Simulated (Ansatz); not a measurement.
in.yaml

```yaml
crystal:
  periodic: [false, false, false]
  atoms:
    - {symbol: Sb, position_ang: [0.000000, -0.025337, 0.000001]}
    - {symbol: H, position_ang: [0.000000, 1.530335, -1.561247]}
    - {symbol: H, position_ang: [0.000000, 1.530410, 1.561173]}
basis:
  gaussian: {orbitals: def2-SVP}
total_charge: 1
correlation: {active_space: {window: {electrons: 4, orbitals: 7}, fixed_orbitals: true}}
accuracy: high
output: {forces: true}
```

```sh
$ ansatz run in.yaml --threads 1 --pin off --events-out ev --progress --plain --max-ram 2393MiB
```

Output:

```
803 factors; integrals over basis functions are off by at most 2.8e-9 eV
mean field evaluation 1: about -6530.5974 eV, gradient 6.6e0 eV
mean field evaluation 2: about -6530.5962 eV, gradient 6.6e0 eV
mean field evaluation 4: about -6530.8585 eV, gradient 6.6e-1 eV
mean field evaluation 8: about -6530.8601 eV, gradient 9.1e-4 eV
mean field -6530.86006569 eV, -240.0046806383 hartree, gradient 6.7e-9 eV, S^2 0.000000; 0 other end points of the search recorded, 0 dependent functions left out
reference -6530.86006569 eV, -240.0046806383 hartree; 12, 12 occupied and 24, 24 virtual orbitals, 803 factors
state -6532.06554926 eV, -240.0489813423 hartree
the calculation of the forces begins
mean field evaluation 16: about -6530.8636 eV, gradient 2.0e-1 eV
Total energy: -6532.06554926 eV, -240.0489813423 hartree
Atom 0 at     0.000000    -0.025337     0.000001 Å, force    -0.000000     3.196186    -0.000077 eV/Å
Atom 1 at     0.000000     1.530335    -1.561247 Å, force    -0.000000    -1.598053     1.651392 eV/Å
Atom 2 at     0.000000     1.530410     1.561173 Å, force     0.000000    -1.598133    -1.651315 eV/Å
Dipole moment:    -0.000000     0.079867    -0.000002 e Å
```

Forces (eV/Å):
```
Sb   0.000  3.196  0.000
H    0.000 -1.598  1.651
H    0.000 -1.598 -1.651
```

Ran on 1 thread of Intel Xeon, shared host: 3.8 s wall, 0.17 GiB peak host memory.
